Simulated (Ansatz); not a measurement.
# SiC (triplet): inputs that go wrong

4 inputs are run for SiC (triplet) as typed; the log has to tell whether the result can be used and what must change.

Program: Ansatz 0.2.0, Gaussian basis. Level of theory: the settings change from run to run. These are calculated values, not measurements.

14 further runs of the same task are left out: 1 for a known fault of the program, 6 that didn't finish, 7 set aside as unsound or not needed.

## (1) The geometry

The geometry is a PBE0/def2-TZVP stationary point (not a proven minimum) of the parent state, kept for this charge and spin.

2 atoms, charge 0, spin multiplicity 3.

Atoms are counted from 1 here; the program's logs count them from 0.

Bond lengths: Si1–C2 1.636 Å.

As a file:

```xyz
2
charge 0, multiplicity 3
Si    0.00000    0.00000    0.00000
C     0.00000    0.00000    1.63579
```

## (2) Attempt 1

The input, in.yaml:

```yaml
crystal:
  periodic: [false, false, false]
  atoms:
    - {symbol: Si, position_ang: [0.000000, 0.000000, 0.000000]}
    - {symbol: C, position_ang: [0.000000, 0.000000, 1.635786]}
basis:
  gaussian: {orbitals: 6-31G}
magnetization: {spin_polarized: false, initial_magnetization: 2}
correlation: {method: ccsd_t, electrons: outside_noble_gas}
scf: {lower_state_search: off}
multiplicity: 3
output: {forces: true}
```

Command:

```bash
ansatz run in.yaml --threads 1 --pin off --events-out ev --progress --plain --max-ram 2176MiB
```

What it wrote:

```text
Error: YAML parse error: error: line 11 column 1: unknown field `multiplicity`, expected one of crystal, accuracy, basis, kpoints, hamiltonian, magnetization, projection, total_charge, correlation, batch, efield, external_charges, scf, relax, neb, saddle, md, ramp, phonons, dielectric, real_time, elastic, magnetic_configurations, gw, evaluate, workflow, output, checkpoint, execution
  --> <input>:11:1
   |
 9 | correlation: {method: ccsd_t, electrons: outside_noble_gas}
10 | scf: {lower_state_search: off}
11 | multiplicity: 3
   | ^ unknown field `multiplicity`, expected one of crystal, accuracy, basis, kpoints, hamiltonian, magnetization, projection, total_charge, correlation, batch, efield, external_charges, scf, relax, neb, saddle, md, ramp, phonons, dielectric, real_time, elastic, magnetic_configurations, gw, evaluate, workflow, output, checkpoint, execution
12 | output: {forces: true}
   |
```

Run time: 0.03 s. Hardware: 1 thread of Intel Xeon 6975P-C, shared host.

Diagnosis: The run was refused. The input holds a key that the program doesn't read here. Fix: remove it or spell it as the reference does.

## (3) Attempt 2

The input, in.yaml:

```yaml
crystal:
  periodic: [false, false, false]
  atoms:
    - {symbol: Si, position_ang: [0.000000, 0.000000, 0.000000]}
    - {symbol: C, position_ang: [0.000000, 0.000000, 1.635786]}
basis:
  gaussian: {orbitals: "6-31++G**"}
magnetization: {spin_polarized: false, initial_magnetization: 2}
correlation: {method: full_ci, electrons: outside_noble_gas}
output: {forces: true}
```

The command is unchanged.

What it wrote:

```text
Error: YAML parse error: error: line 9 column 23: unknown variant `full_ci`, expected one of mp2, rpa, ccsd, ccsd_t, bccd, bccd_t, ccsdt, ccsdt_q, ccsdt_q_b, ccsdtq, fci, sc_nevpt2, fic_nevpt4_sd, fic_mrcisd_q, fic_mrcisd_q_relaxed
  --> <input>:9:23
   |
 7 |   gaussian: {orbitals: "6-31++G**"}
 8 | magnetization: {spin_polarized: false, initial_magnetization: 2}
 9 | correlation: {method: full_ci, electrons: outside_noble_gas}
   |                       ^ unknown variant `full_ci`, expected one of mp2, rpa, ccsd, ccsd_t, bccd, bccd_t, ccsdt, ccsdt_q, ccsdt_q_b, ccsdtq, fci, sc_nevpt2, fic_nevpt4_sd, fic_mrcisd_q, fic_mrcisd_q_relaxed
10 | output: {forces: true}
   |
```

It took 0.03 s on 1 thread of Intel Xeon 6975P-C, shared host.

**Diagnosis.** The run was refused. The method's name isn't one that the program knows. To mend it, name one from the list in the message.

## (4) Attempt 3

The input, in.yaml:

```yaml
crystal:
  periodic: [false, false, false]
  atoms:
    - {symbol: Si, position_ang: [0.000000, 0.000000, 0.000000]}
    - {symbol: C, position_ang: [0.000000, 0.000000, 1.635786]}
basis:
  gaussian: {orbitals: aug-cc-pVTZ}
magnetization: {spin_polarized: false, initial_magnetization: 2}
correlation: {method: ccsdtq, electrons: all}
accuracy: high
scf: {omitted_lower_state_checks: [cluster_reference]}
```

Launched as before.

What it wrote:

```text
Functional definition: HF
  name "HF"
  cite "Fock, Z. Phys. 61, 126 (1930) doi:10.1007/BF01340294"
  parent pbe
  exchange = exact_x
  correlation = 0
these checks for a lower state are left out or cut short: cluster_reference
1266 factors; integrals over basis functions are off by at most 3.2e-9 eV
mean field evaluation 1: about -8885.5506 eV, gradient 1.8e1 eV
mean field evaluation 2: about -8885.7026 eV, gradient 1.8e1 eV
mean field evaluation 4: about -8887.4493 eV, gradient 2.9e0 eV
mean field evaluation 8: about -8887.8035 eV, gradient 1.2e0 eV
mean field evaluation 16: about -8887.8406 eV, gradient 9.7e-5 eV
mean field evaluation 32: about -8884.4762 eV, gradient 1.6e-8 eV
mean field evaluation 64: about -8884.6861 eV, gradient 1.7e0 eV
mean field evaluation 96: about -8884.4762 eV, gradient 1.9e-5 eV
mean field evaluation 128: about -8887.8403 eV, gradient 1.4e-1 eV
mean field -8887.84058812 eV, -326.6221172188 hartree, gradient 6.4e-8 eV, S^2 2.000000; 10 other end points of the search recorded, 0 dependent functions left out
reference -8887.84058812 eV, -326.6221172188 hartree; 11, 9 occupied and 85, 87 virtual orbitals, 1266 factors
Error: with its amplitudes the run needs 1100.00 GiB of memory by its plan, which may be too low or too high, and 2.12 GiB are given
refused for memory
```

Run time: 6 s. Hardware: 1 thread of Intel Xeon 6975P-C, shared host.

**Diagnosis.** The run was refused for memory. The method is too large for the memory allowed. Cure: freeze cores, shrink the basis or take a lower level.

## (5) Attempt 4

The input, in.yaml:

```yaml
crystal:
  periodic: [false, false, false]
  atoms:
    - {symbol: Si, position_ang: [0.000000, 0.300000, 1.935786]}
    - {symbol: C, position_ang: [0.000000, 0.000000, 1.635786]}
basis:
  gaussian: {orbitals: 6-31G}
magnetization: {spin_polarized: true, initial_magnetization: 2}
correlation: {method: ccsd_t, electrons: valence}
output: {forces: true}
```

Same command.

What it wrote, cut to the lines that bear on the results:

```text
Functional definition: HF
  name "HF"
  cite "Fock, Z. Phys. 61, 126 (1930) doi:10.1007/BF01340294"
  parent pbe
[...]
273 factors; integrals over basis functions are off by at most 6.8e-5 eV
[...]
mean field -8448.17885253 eV, -310.4648464493 hartree, gradient 8.5e-7 eV, S^2 2.005158; 2 other end points of the search recorded, 0 dependent functions left out
6 core orbitals not correlated: weight in the atoms' cores, before any rotation towards them, 0.980 or more for the frozen orbitals, at most 0.016 for the correlated occupied ones
reference -8448.17885253 eV, -310.4648464493 hartree; 5, 3 occupied and 11, 13 virtual orbitals, 273 factors
second order -1.24346262 eV of doubles, -0.00000000 eV of singles
cycle   1  -1.44859686 eV  change   -2.1e-1 eV  update   4.1e-2
[...]
cycle  10  -1.54814075 eV  change   -1.2e-6 eV  update   1.5e-6
perturbative correction -0.03005883 eV, -0.0011046415 hartree
[...]
Total energy: -8449.75705211 eV, -310.5228442140 hartree
Atom 0 at     0.000000     0.300000     1.935786 Å, force    -0.000000  2018.963965  2018.963965 eV/Å
Atom 1 at     0.000000     0.000000     1.635786 Å, force     0.000000 -2018.963965 -2018.963965 eV/Å
Dipole moment:     0.000000     0.073633     0.073633 e Å
```

It took 0.45 s on 1 thread of Intel Xeon 6975P-C, shared host.

Diagnosis: The run converged, which proves nothing about the input. One atom lies on top of another. The shortest distance is 0.42 Å, against 1.64 Å in the geometry of step 1. Its energy belongs to another geometry. To mend it, restore its position.

## (6) How the runs ended

```
attempt                       level          ended                                                     cause    time
      1       CCSD(T) on ROHF/6-31G        refused  the input holds a key that the program doesn't read here  0.03 s
      2         'full_ci'/6-31++G**        refused        the method's name isn't one that the program knows  0.03 s
      3  CCSDTQ on ROHF/aug-cc-pVTZ  out of memory            the method is too large for the memory allowed     6 s
      4        CCSD(T) on UHF/6-31G      converged                           one atom lies on top of another  0.45 s
```

2 refused, 1 out of memory, 1 converged. The input that converges on a wrong geometry or spin is the dangerous one: no error points at it, so geometry and ⟨S²⟩ have to be checked.
